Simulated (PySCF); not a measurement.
Bonds (- single, = double, # triple, : aromatic): C1-C2 1.492 Å, C2:C3 1.373 Å, C3:C4 1.425 Å, C4:C5 1.368 Å, C5:S6 1.719 Å, S6:C2 1.731 Å. C1 carries H7, H8, H9; C3 carries H10; C4 carries H11; C5 carries H12.

Geometry: PBE0-D3(BJ)/def2-SVP; GIAO shifts from PySCF 2.14.0 with density-fitted response routines, gas phase, non-relativistic, averaged over equivalent atoms.

At PBE0/pcSseg-0 (70 basis functions, 4.9 s wall time on 1 thread of an Arm Neoverse V1, shared host):
| atoms | δ (ppm) |
| --- | --- |
| C2 | 153.3 |
| C5 | 142.5 |
| C4 | 135.1 |
| C3 | 134.5 |
| C1 | 20.2 |
| S6 | 203.7 |
| H12 | 6.69 |
| H11 | 6.65 |
| H10 | 6.52 |
| H7/H8/H9 | 2.63 |

Shifts are taken against calculated references (same method and geometry level): TMS for 13C (193.52 ppm), 1H (32.83 ppm); 33S (515.45 ppm) against CS2.

Task: Predict the values at OPBE/pcSseg-1 on the same geometry.

Result: 
```tsv
atoms	δ at OPBE/pcSseg-1	change
C2	136.9	-16.4
C5	122.5	-20.0
C4	123.2	-11.9
C3	122.9	-11.6
C1	18.2	-2.0
S6	220.2	+16.5
H12	6.94	+0.25
H11	6.92	+0.27
H10	6.81	+0.29
H7/H8/H9	2.53	-0.10
```

Referencing at the same level of theory: 13C (185.13 ppm), 1H (31.23 ppm) vs TMS; 33S (506.66 ppm) against CS2.

The largest change is at C5 (aromatic CH next to the ring sulfur). Cost: 139 basis functions, 14 s wall time on 1 thread of an Arm Neoverse V2, shared host. The order of the carbon signals changes between the two levels.
